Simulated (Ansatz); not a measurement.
`CP(C)C`, one more setting.

```yaml
crystal:
  periodic: [false, false, false]
  atoms:
    - {symbol: C, position_ang: [-0.508017, 1.424414, -0.580288]}
    - {symbol: P, position_ang: [0.643800, -0.007311, -0.657706]}
    - {symbol: C, position_ang: [1.189832, -0.046877, 1.098088]}
    - {symbol: C, position_ang: [-0.581146, -1.378680, -0.620638]}
    - {symbol: H, position_ang: [-1.047750, 1.510229, -1.525888]}
    - {symbol: H, position_ang: [0.063035, 2.344839, -0.440398]}
    - {symbol: H, position_ang: [-1.233065, 1.330447, 0.234016]}
    - {symbol: H, position_ang: [0.346668, -0.031638, 1.795553]}
    - {symbol: H, position_ang: [1.779599, -0.948658, 1.276459]}
    - {symbol: H, position_ang: [1.831356, 0.813573, 1.300334]}
    - {symbol: H, position_ang: [-0.058752, -2.332003, -0.515215]}
    - {symbol: H, position_ang: [-1.128953, -1.404102, -1.565154]}
    - {symbol: H, position_ang: [-1.296609, -1.274233, 0.200837]}
basis:
  gaussian: {orbitals: def2-TZVPD}
hamiltonian: {xc: {name: rPW86-PBE}, dispersion: d4, pseudopotentials: {relativity: none}}
```

```sh
$ ansatz run in.yaml --threads 4 --pin off --events-out ev --progress --plain --max-ram 10444MiB
```

Shortened log:

```
Functional definition: rPW86-PBE
1256 factors; their error is unknown
mean field evaluation 1: about -12543.6755 eV, gradient 9.8e1 eV
mean field evaluation 2: about -12509.5761 eV, gradient 1.4e2 eV
mean field evaluation 4: about -12565.2433 eV, gradient 6.8e0 eV
mean field evaluation 8: about -12565.3795 eV, gradient 1.0e-1 eV
mean field evaluation 16: about -12565.3221 eV, gradient 3.3e-4 eV
mean field -12565.32213992 eV, -461.7670715609 hartree, gradient 6.6e-5 eV, S^2 0.000000; 0 other end points of the search recorded, 0 dependent functions left out
reference -12565.32226911 eV, -461.7670763084 hartree; 21, 21 occupied and 214, 214 virtual orbitals, 1256 factors
Total energy: -12565.61571325 eV, -461.7778601817 hartree
```

It took 5.5 s on 4 threads of an Arm Neoverse V1 on a shared host, with 0.34 GiB of host memory at the peak.
